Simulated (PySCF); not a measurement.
# ClH3Si: the cost of one run

Program: PySCF 2.14.0. Level of theory: levels as typed in each script, gas phase, geometry from GFN2-xTB. These are calculated values, not measurements.

### Step 1. The system as given

SMILES `Cl[SiH3]`, 5 atoms, charge 0, spin multiplicity 1.

Bond lengths: Cl1–Si2 2.010 Å, Si2–H3 1.459 Å, Si2–H4 1.458 Å, Si2–H5 1.459 Å. Angles: Cl1–Si2–H3 108.1°, Cl1–Si2–H4 108.2°, Cl1–Si2–H5 108.1°, H3–Si2–H4 110.7°, H3–Si2–H5 110.8°, H4–Si2–H5 110.7°.

Coordinates:

```
Cl   -1.0452    0.0000    0.0000
Si    0.9650    0.0000    0.0001
H     1.4193   -1.2584   -0.5812
H     1.4206    0.1260    1.3789
H     1.4192    1.1326   -0.7992
```

### Step 2. Density, bond paths and surface potential (r2SCAN/def2-svpd)

input.py reads:

```python
import numpy as np
from pyscf import gto, scf, dft
from pyscf.scf import atom_ks, atom_hf
from scipy.linalg import block_diag

def solve(mol, dm0=None, hcore=None):
    mf = (dft.UKS if mol.spin else dft.RKS)(mol, xc='r2scan')
    mf.grids.level = 3
    mf = mf.density_fit(auxbasis='def2-universal-jkfit')
    mf.conv_tol, mf.max_cycle = 1e-8, 80
    if hcore is not None:
        mf.get_hcore = lambda *args: hcore
    mf.kernel(dm0)
    if not mf.converged:
        mf = mf.newton().run(mf.mo_coeff, mf.mo_occ, max_cycle=30)
    assert mf.converged, 'SCF not converged'
    return mf

mol = gto.M(atom='''
Cl    -1.04521     0.00001     0.00004
Si     0.96496    -0.00002     0.00005
H      1.41926    -1.25841    -0.58116
H      1.42063     0.12602     1.37895
H      1.41921     1.13260    -0.79915
''', basis='def2-svpd', charge=0, spin=0, verbose=4)
mf = solve(mol)
mf.analyze()
# spherically averaged free atoms, for the promolecule
atm = atom_ks.get_atm_nrks(mol, xc='r2scan')
pro = block_diag(*[(atm[a[0]][2] * atm[a[0]][3]) @ atm[a[0]][2].T for a in mol._atom])
np.savez('result.npz', e=mf.e_tot, c=mf.mo_coeff, occ=mf.mo_occ, eps=mf.mo_energy, pro=pro, dip=mf.dip_moment(verbose=0), s2=mf.spin_square()[0])
```

Launch:

```console
$ OMP_NUM_THREADS=1 python input.py
```

Q: Estimate wall time and peak memory on 1 thread of Intel Xeon Platinum 8488C (Sapphire Rapids), shared host.

About 7.7 s, with a peak of 0.35 GiB.
